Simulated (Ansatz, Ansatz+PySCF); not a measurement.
```xyz
2

B     0.0000    0.0000   -0.1920
H     0.0000    0.0000    0.9601
```

RHF on singlet BH was run in several spherical basis sets with Ansatz (development build ahead of 0.2.0).

Task: Rank the basis sets by the total energy that they give, lowest first, with the distance from the lowest.
A. def2-TZVP
B. def2-SVP
C. 6-31G(d)
D. cc-pVTZ
E. STO-3G
F. cc-pVDZ

Result: A (0.00 eV), D (0.01 eV), F (0.16 eV), C (0.34 eV), B (0.86 eV), E (10.27 eV).

Totals follow the description of the cores as much as that of the bonds, so this order isn't one of quality for chemistry.
